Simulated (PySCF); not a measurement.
Compound: C3H4F2O.
Numbering: `[F:1][CH2:2][C@@H:3]1[O:4][C@@H:5]1[F:6]` (hydrogens: H7, H8 on C2; H9 on C3; H10 on C5)

Torsions of this conformer, `[F:1][CH2:2][C@@H:3]1[O:4][C@@H:5]1[F:6]`: F1–C2–C3–O4 174°.

The closed-shell ground state was solved at several levels (PySCF, density fitting, gas phase, non-relativistic). One conformer (not necessarily the lowest) at the PBE0-D3(BJ)/def2-SVP geometry, without solvent, vibrations or thermal averaging.

| level | basis functions | HOMO (eV) | LUMO (eV) | gap (eV) | dipole (D) |
| --- | --- | --- | --- | --- | --- |
| PBE0/pcSseg-1 | 122 | -8.79 | 1.52 | 10.31 | 1.19 |
| PBE0/def2-SVPD | 161 | -8.94 | 0.73 | 9.67 | 1.22 |
| B3LYP/pcJ-1 | 202 | -8.52 | 1.20 | 9.72 | 1.20 |

Question: Estimate the row for KT2/pcSseg-2, a basis of 272 functions; the other rows only guide the guess.

Answer: HOMO -7.37 eV, LUMO -0.12 eV, gap 7.25 eV, dipole 1.15 D.

Question: Over all these levels, which gives the widest orbital gap and which the narrowest?

Answer: PBE0/pcSseg-1 (global hybrid, 25 % exact exchange) has the widest, 10.31 eV, and KT2/pcSseg-2 (GGA) the narrowest, 7.25 eV. Functional and basis both differ between the two, so the spread mixes both effects.

Question: How far do the dipole and the HOMO energy spread over the levels?

Answer: The dipole runs from 1.15 to 1.22 D (mean 1.19 D) and the HOMO from -8.94 to -7.37 eV.
